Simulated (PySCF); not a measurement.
# MgC⁺ (quartet): basis, grid and Hamiltonian

Aim: see how much the energy and properties of MgC⁺ (quartet) depend on the numerical set-up.

The runs use PySCF 2.14.0; method and basis as typed in the scripts.

### Step 1. Starting geometry

MgC⁺ (quartet): 2 atoms, charge 1, spin multiplicity 4.

Bond lengths: Mg1–C2 2.165 Å.

### Step 2. The base run

input.py reads:

```python
from pyscf import gto, scf, cc

mol = gto.M(
    atom='Mg 0 0 0; C 0 0 2.165',
    basis='sto-3g',
    charge=1,
    spin=3,
    verbose=4,
)
mf = scf.UHF(mol)
mf = mf.density_fit(auxbasis='def2-universal-jkfit')
mf.kernel()
mycc = cc.CCSD(mf, frozen=2)
mycc.kernel()
e = mycc.eeccsd(nroots=6)[0]
print('roots (eV) =', (e*27.211386).round(3))
mf.dip_moment()
print('orbital energies (hartree):', [e[max(0, n-3):n+3].round(4) for e, n in zip(mf.mo_energy, mol.nelec)])
```

Launch:

```
$ python input.py
```

Its log is not repeated here.

In short: E(SCF) = -234.203171 Eh, 11 cycles, E(CCSD) − E(SCF) = -0.04643 Eh, ⟨S²⟩ = 3.785, excitation roots -1.590, -1.590, 1.000, 1.450, 1.838 eV.

The bond length is a typed value, not an optimised one. Spin-unrestricted EOM-EE roots include spin flips and other components of the reference, which can be negative or near zero. The dipole of an ion depends on the origin. The quartet is typed in the script; nothing here shows that it is the ground state.

### Step 3. Cartesian functions on

Run 1 changes Cartesian functions: off → on.

input.py reads:

```python
from pyscf import gto, scf, cc

mol = gto.M(
    atom='Mg 0 0 0; C 0 0 2.165',
    basis='sto-3g',
    charge=1,
    spin=3,
    cart=True,
    verbose=4,
)
mf = scf.UHF(mol)
mf = mf.density_fit(auxbasis='def2-universal-jkfit')
mf.kernel()
mycc = cc.CCSD(mf, frozen=2)
mycc.kernel()
e = mycc.eeccsd(nroots=6)[0]
print('roots (eV) =', (e*27.211386).round(3))
mf.dip_moment()
print('orbital energies (hartree):', [e[max(0, n-3):n+3].round(4) for e, n in zip(mf.mo_energy, mol.nelec)])
```

Launch:

```
$ python input.py
```

### Step 4. Minao

Run 2 changes basis set: sto-3g → minao.

input.py, as its differences from that of step 2:

```diff
@@ -4,3 +4,3 @@
     atom='Mg 0 0 0; C 0 0 2.165',
-    basis='sto-3g',
+    basis='minao',
     charge=1,
```

Q: Predict the outcome of this session. Wanted: for each run, E(SCF); from base; gap, α spin; after the SCF.

The runs gave:

| run | E(SCF) (hartree) | from base (eV) | cycles | gap, α spin (eV) | functions | after the SCF |
| --- | --- | --- | --- | --- | --- | --- |
| base | -234.203171 | 0 | 11 | 10.90 | 14 | CCSD correlation -1.264 eV, core frozen, first root -1.59 eV |
| Cartesian functions on | -234.203427 | -0.0070 | 11 | 10.90 | 14 | CCSD correlation -1.264 eV, core frozen, first root -1.58 eV |
| minao | -237.043244 | -77.2823 | 10 | 9.75 | 11 | CCSD correlation -0.471 eV, core frozen, first root -3.30 eV |

Of the runs whose energies can be compared, “minao” moves the SCF energy most (-77.282 eV). minao (11 functions) gives an energy 77.28 eV lower than sto-3g (14); size alone doesn't order basis sets of different families.
